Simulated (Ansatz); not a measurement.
Write a Python script for the Python package of Ansatz (0.2.0) that makes the interaction energy of a dimer with the counterpoise correction of CH2Cl2, SMILES ClCCl. Settings (for the species named): Hartree-Fock, cc-pVDZ basis, multiplicity 1.

```xyz
5

Cl    1.6771   -0.3863    0.2521
C    -0.1151   -0.0923    0.0606
Cl   -0.4839    1.2881   -1.0079
H    -0.4842   -0.9774   -0.3743
H    -0.5441    0.0943    1.0281
```

`dimer_ch2cl2.py`:
```python
import ansatz as az

BASIS = "cc-pVDZ"
XC = "hf"

FIRST = [
    ("Cl", (1.6671, -0.3716, 0.2604)),
    ("C", (-0.1251, -0.0776, 0.0689)),
    ("Cl", (-0.4939, 1.3028, -0.9996)),
    ("H", (-0.4942, -0.9627, -0.366)),
    ("H", (-0.5541, 0.109, 1.0364)),
]
SECOND = [
    ("Cl", (-5.03, 1.5255, 2.769)),
    ("C", (-3.5417, 2.0078, 1.827)),
    ("Cl", (-3.7819, 1.9348, 0.0606)),
    ("H", (-3.3585, 3.0046, 2.1125)),
    ("H", (-2.7319, 1.3536, 2.0937)),
]

def energy(atoms, ghosts=()):
    molecule = az.Crystal.molecule()
    for symbol, xyz in atoms:
        molecule = molecule.atom(symbol, xyz)
    calc = molecule.calculation().basis(gaussian=BASIS).functional(XC)
    deck = calc.input()
    if ghosts:
        deck = deck.set(az.key.basis.gaussian.ghost_atoms, [{"symbol": s, "position_ang": list(xyz)} for s, xyz in ghosts])
    return az.Session.from_dict(deck).plan().execute().report["free_energy_ev"]

both = energy(FIRST + SECOND)
alone = energy(FIRST) + energy(SECOND)
ghosted = energy(FIRST, SECOND) + energy(SECOND, FIRST)
print(f"dimer {both:.6f} eV")
print(f"interaction, uncorrected   {(both - alone):8.3f} eV")
print(f"interaction, counterpoise  {(both - ghosted):8.3f} eV")
print(f"basis-set superposition    {(alone - ghosted):8.3f} eV")
```

Output of `python dimer_ch2cl2.py`:
```text
dimer -52138.522557 eV
interaction, uncorrected      0.100 eV
interaction, counterpoise     0.119 eV
basis-set superposition       0.019 eV
```

Uncorrected it is 0.100 eV, with the counterpoise correction 0.119 eV; the difference, 0.02 eV, is the superposition error. In this basis both values are repulsive.

What to keep in mind:
- Total energies depend on the basis set; only differences at equal settings carry meaning.
- The dimer is a generated trial pose of unrelaxed monomers, not a minimum, so the figure is no binding energy, and the basis set is small.
- Hartree-Fock leaves correlation out, so bond, atomisation and ionisation energies come out well too low.
- This level lacks the dispersion part of the attraction (electrostatics and induction are there), which can decide the sign where the interaction is weak.
- Run time: 4.7 s on 1 thread of Arm Neoverse V2 (shared host), peak memory 0.32 GiB.
